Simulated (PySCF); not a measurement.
Molecule: `InChI=1S/C3H7N/c1-2-4-3-1/h4H,1-3H2`.

Structure with atom numbers: `[CH2:1]1[CH2:2][NH:3][CH2:4]1`. Hydrogens are named by the atom that carries them.

Spin–spin couplings on one PBE0-D3(BJ)/def2-SVP geometry, PySCF, gas phase, non-relativistic, equivalent pairs averaged (spin–dipole term only in couplings to heteroatoms); isotopes ¹³C, ¹H, ¹⁵N; basis pcJ-1.

How do the couplings (Hz) change with the functional? Times are CPU seconds on 1 thread of an Arm Neoverse V2, shared host.

## Answers


```tsv
functional	functions	¹J(C2,H(C2))	¹J(C1,H(C1))	¹J(N3,H(N3))	¹J(C1,C2)	¹J(C2,N3)	²J(H(C1),H(C1))	²J(C2,C4)	core-s
HF	178	177.2	171.9	-84.8	63.0	-18.5	-25.2	-22.5	6.3
LDA	178	111.5	110.3	-56.1	14.9	1.2	-7.0	-4.8	8.3
PBE	178	133.1	131.5	-61.3	24.3	-1.1	-10.1	-6.9	11
KT2	178	140.3	138.3	-63.7	16.7	1.9	-14.1	-6.5	11
B3LYP	178	145.8	143.5	-67.9	30.5	-3.9	-11.1	-8.3	12
PBE0	178	138.0	135.7	-64.7	29.5	-3.8	-12.0	-9.0	10
B97-2	178	132.3	129.7	-62.8	29.2	-4.0	-10.4	-8.0	9.6
BHandHLYP	178	156.9	153.6	-74.1	39.8	-8.3	-14.1	-11.5	10
CAM-B3LYP	178	143.3	140.7	-67.9	30.3	-4.6	-11.5	-8.6	13
```
